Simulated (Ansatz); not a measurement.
Reaction (isomerisation): `C=C(C)C#CC` → `CC1=CCC=C1`

Computed with Ansatz on PBE0-D4/def2-TZVP structures; ΔE is electronic, products minus reactants. CCSD(T)/CBS is the MP2 limit (def2-TZVPP, def2-QZVPP) plus CCSD(T) − MP2 in def2-TZVPP, frozen cores. DFT in def2-TZVPP. B3LYP here is the variant with VWN-RPA as its local correlation; programs differ in this.

```
             level  ΔE (kcal/mol)  difference from CCSD(T)/CBS
            PBE-D4          -29.8                         -1.4
         r2SCAN-D4          -29.5                         -1.1
           ωB97X-V          -31.2                         -2.8
           ωB97M-V          -29.6                         -1.2
            B2PLYP          -25.4                          3.0
               PBE          -28.7                         -0.3
            r2SCAN          -29.2                         -0.8
              PBE0          -31.5                         -3.1
             B3LYP          -24.1                          4.3
     HF/def2-TZVPP          -23.4                          5.0
CCSD(T)/def2-TZVPP          -28.2                          0.2
     HF/def2-QZVPP          -23.5                          4.9
    MP2/def2-QZVPP          -28.7                         -0.3
SCS-MP2/def2-QZVPP          -26.4                          2.0
      HF/CBS(def2)          -23.5                          4.9
    CCSD/CBS(def2)          -27.9                          0.5
       CCSD(T)/CBS          -28.4                            0
```

Largest T1 diagnostic among the species: 0.011.

From PBE to PBE0 (25 % exact exchange), in def2-TZVPP and without D4, ΔE moves by −2.8 kcal/mol. In def2-TZVPP, CCSD(T) changes the Hartree–Fock value by −4.8 kcal/mol (the triples alone add −0.5 kcal/mol) and MP2 by −5.2 kcal/mol.
